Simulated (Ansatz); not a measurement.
# C3H2FS: the cost of one run

Program: Ansatz 0.2.0. Level of theory: RKS r2SCANh-D4/6-31G*. These are calculated values, not measurements.

## 1. The structure to begin with

Bond lengths: F1–C2 1.246 Å, C2–C3 1.215 Å, C3–C4 1.370 Å, C4–S5 1.659 Å, C4–H6 1.088 Å, S5–H7 1.354 Å. Angles: F1–C2–C3 177.9°, C2–C3–C4 176.6°, C3–C4–S5 126.6°, C3–C4–H6 117.6°, S5–C4–H6 115.7°, C4–S5–H7 98.6°.

Structure file:

```xyz
7

F    -0.5439   -2.7818    0.8873
C    -0.2011   -1.6120    0.6315
C     0.1032   -0.4702    0.3490
C     0.5008    0.8149    0.0912
S    -0.1160    1.8280   -1.0682
H     1.3027    1.2269    0.7000
H    -1.0457    0.9942   -1.5908
```

## 2. Relaxing end A

Contents of input.yaml:

```yaml
crystal:
  periodic: [false, false, false]
  atoms:
    - { symbol: F, position_ang: [-0.54386, -2.78184, 0.88734] }
    - { symbol: C, position_ang: [-0.20114, -1.61202, 0.63148] }
    - { symbol: C, position_ang: [0.1032, -0.47018, 0.34902] }
    - { symbol: C, position_ang: [0.50084, 0.81491, 0.09122] }
    - { symbol: S, position_ang: [-0.11599, 1.82805, -1.06825] }
    - { symbol: H, position_ang: [1.3027, 1.22689, 0.69996] }
    - { symbol: H, position_ang: [-1.04575, 0.9942, -1.59078] }
total_charge: 1
basis:
  gaussian: { orbitals: "6-31G*" }
hamiltonian:
  xc: r2scanh
  dispersion: d4
relax:
  f_tol: 0.015
  max_steps: 40
output:
  orbitals: {}
```

Command:

```
> ansatz run input.yaml --threads 2 --pin off --max-ram 3072MiB --backend cpu --events-out ev --progress --plain --runs-dir out
```

Q: Estimate wall time and peak memory on 2 threads of Arm Neoverse V2, shared host.

About 17 s, with a peak of 0.17 GiB.
